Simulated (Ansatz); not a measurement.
Isomers of C2H5NO, relaxed with PBE0-D4/def2-TZVP in Ansatz; electronic energies, one conformer each and not always the lowest. Functionals use def2-TZVPP; CBS adds triple-zeta CCSD(T) − MP2 to the MP2 limit of def2-TZVPP and def2-QZVPP.

Problem. Order them by energy at frozen-core CCSD(T)/CBS, lowest first. (Best estimate.)
A. `CNC=O`
B. `C1NCO1`
C. `NC1CO1`
D. `CC(N)=O`

Solution. D (0.0 kJ/mol), A (45.7 kJ/mol), C (174.3 kJ/mol), B (215.7 kJ/mol).

Problem. How do PBE-D4, ωB97M-V, B3LYP-D4, MP2/CBS(def2) place them (kJ/mol, against `CC(N)=O`)? (Best estimate.)

Solution. The calculation gave: 
```tsv
isomer	PBE-D4	ωB97M-V	B3LYP-D4	MP2/CBS(def2)
`CNC=O`	41.6	47.2	42.4	46.8
`C1NCO1`	224.3	217.1	231.1	223.6
`NC1CO1`	175.1	177.1	188.0	174.2
```

B3LYP here is the variant with VWN-RPA as its local correlation; programs differ in this.
